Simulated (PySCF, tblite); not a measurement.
# CH₃OSi radical: geometry, infrared bands and EPR parameters

Wanted: the infrared bands and EPR parameters of CH₃OSi radical (`O=C[SiH2]`), by calculation.

The runs use tblite 0.8.0 and PySCF 2.14.0, with density-fitted response routines of our own; the level of theory stands in each step. All values are computed, except where a source is named. Atoms count from 0, in the outputs and in this text.

### 1 Starting geometry

6 atoms, charge 0, multiplicity 2; geometry from: force field or distance geometry start.

Bonds of the start (Å): O0–C1 1.21, C1–Si2 1.87, C1–H3 1.10, Si2–H4 1.49, Si2–H5 1.48.

### 2 Relaxing the molecule with GFN2-xTB

What the job is given:

```
{"job": {"kind": "relax", "xc": "GFN2-xTB", "basis": "xTB"}, "charge": 0, "multiplicity": 2}
O     -1.754100    -0.478100    -0.798400
C     -0.957900    -0.073400     0.018300
Si     0.864300    -0.086200    -0.416100
H     -1.228300     0.293700     1.021100
H      1.437200     1.284800    -0.351200
H      1.642000    -0.938800     0.504800
```

On the command line:

```
OMP_NUM_THREADS=1 python probes_run.py task.json out
```

One launch serves the whole session: the jobs run in the order shown.

**Question.** This job is followed by: GFN2-xTB harmonic vibrations, gas phase; UKS B3LYP, pcH-1 on C H O Si, non-relativistic, mean-field spin-orbit, GIAO. What will the session give for the following? strongest single infrared mode (GFN2-xTB); zero-point energy (GFN2-xTB); g(iso) (B3LYP); ⟨S²⟩; largest a(iso) (averaged by class); potential on the surface of density 0.002 e/bohr³, 1st and 99th percentile.

As calculated:

| quantity | value |
| --- | --- |
| strongest single infrared mode (GFN2-xTB) | 1569 cm⁻¹, 519 km/mol |
| zero-point energy (GFN2-xTB) | 20.0 kcal/mol |
| g(iso) (B3LYP) | 2.00430 |
| ⟨S²⟩ | 0.759 (exact 0.75) |
| largest a(iso) (averaged by class) | 29Si on Si2, -130.6 MHz |
| potential on the surface of density 0.002 e/bohr³, 1st and 99th percentile | -1.64 V and 1.42 V |

**Reading.** The optimisation took 50 steps and gained 0.652 eV; among the close pairs (by a distance rule), Si2–H4 changed most, from 1.487 to 1.452 Å. No mode is imaginary among the 12: a minimum at this level. The strongest single mode, at 1569 cm⁻¹, moves mainly C1 and O0. GFN2-xTB is a fitted tight-binding method: band positions and strengths are rough. Its intensities can rank the bands wrongly. Most of the unpaired spin sits on Si2 (0.92 e). The isotropic g lies 2.0 ppt above the free-electron value. The conformer search found further structures of the same energy, which may be mirror or relabelled copies of this one.
